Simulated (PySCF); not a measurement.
## Working with the constants of LiN

PBE0 constants of LiN, ³Σ⁻ (triplet), unpaired electrons π ↑↑ (Li def2-TZVP, N def2-TZVP; no relativity (PySCF 2.14); masses 7.0160 and 14.0031 u):

* ωe: 677.2 cm⁻¹
* ωexe: 7.67 cm⁻¹
* Be: 1.0459 cm⁻¹
* αe: 0.0174 cm⁻¹
* D (centrifugal): 9.98e-06 cm⁻¹
* De to Li + N: 1.60 eV

(1) Give the vibrational terms G(v) and spacings up to v = 6.

(2) How well does the Morse estimate ωe²/(4ωexe) reproduce De, and what is D0?

The state was picked by a PBE0 search and need not be the measured ground state.

Results:

(1) G(v) = ωe(v+½) − ωexe(v+½)².

| v | G(v) (cm⁻¹) | G(v) − G(v−1) | Bv (cm⁻¹) |
| --- | --- | --- | --- |
| 0 | 337 |  | 1.037 |
| 1 | 999 | 662 | 1.020 |
| 2 | 1645 | 647 | 1.002 |
| 3 | 2276 | 631 | 0.985 |
| 4 | 2892 | 616 | 0.968 |
| 5 | 3493 | 601 | 0.950 |
| 6 | 4078 | 585 | 0.933 |

(2) It gives 1.85 eV, 116 % of the computed De. D0 = De − G(0) = 1.60 − 0.04 = 1.56 eV.
